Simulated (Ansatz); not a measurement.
```yaml
crystal:
  periodic: [false, false, false]
  atoms:
    - {symbol: C, position_ang: [-1.252572, -0.781641, -0.006790]}
    - {symbol: S, position_ang: [-0.100959, 0.418802, 0.003652]}
    - {symbol: C, position_ang: [1.327244, -0.340156, -0.002989]}
    - {symbol: H, position_ang: [2.321943, 0.044344, 0.000344]}
basis:
  gaussian: {orbitals: def2-TZVP}
magnetization: {spin_polarized: true, initial_magnetization: 3}
hamiltonian: {xc: pbe0}
relax: {f_tol: 0.004, max_steps: 80}
```

```sh
$ ansatz run in.yaml --threads 1 --pin off --events-out ev --progress --plain --max-ram 2176MiB
```

Steps of the relaxation (energy above the last step; positions in Å, forces in eV/Å):

```
4
step 1, 60.9 meV
C    -1.253   -0.782   -0.007   -0.643   -0.037    0.000
S    -0.101    0.419    0.004   -0.645    0.071    0.001
C     1.327   -0.340   -0.003    0.634   -0.089   -0.001
H     2.322    0.044    0.000    0.655    0.054    0.000
```

```
4
step 2, 10.9 meV
C    -1.302   -0.775   -0.007   -0.207    0.030    0.000
S    -0.109    0.394    0.003   -0.338   -0.025    0.000
C     1.351   -0.335   -0.003    0.383    0.044    0.000
H     2.356    0.057    0.000    0.161   -0.049    0.000
```

```
4
step 3, 0.4 meV
C    -1.334   -0.770   -0.007    0.034    0.027    0.000
S    -0.117    0.377    0.003   -0.072   -0.030    0.000
C     1.368   -0.326   -0.003    0.019    0.033    0.000
H     2.378    0.061    0.000    0.018   -0.030    0.000
```

```
4
step 4, 0.1 meV
C    -1.333   -0.771   -0.007    0.022    0.012    0.000
S    -0.120    0.378    0.003   -0.024   -0.017    0.000
C     1.368   -0.323   -0.003    0.005    0.025    0.000
H     2.381    0.058    0.000   -0.003   -0.020    0.000
```

```
4
step 5, 0.0 meV
C    -1.331   -0.773   -0.007   -0.014   -0.020    0.000
S    -0.122    0.379    0.003   -0.011    0.038    0.000
C     1.366   -0.317   -0.003    0.024   -0.021    0.000
H     2.382    0.053    0.000    0.001    0.002    0.000
```

```
4
step 6, 0.0 meV
C    -1.331   -0.773   -0.007    0.001    0.001    0.000
S    -0.122    0.380    0.003   -0.001   -0.001    0.000
C     1.367   -0.318   -0.003   -0.001   -0.001    0.000
H     2.382    0.053    0.000    0.001    0.000    0.000
```

Close pairs at the end: C3–H4 1.082 Å, S2–C3 1.644 Å, C1–S2 1.671 Å.

A stationary point of unrestricted PBE0 after 6 steps, with ⟨S²⟩ = 3.800 against 3.75 for a pure state; no frequencies were run, so it isn't proven a minimum. 25 s on 1 thread of Intel Xeon Platinum 8259CL, shared host.
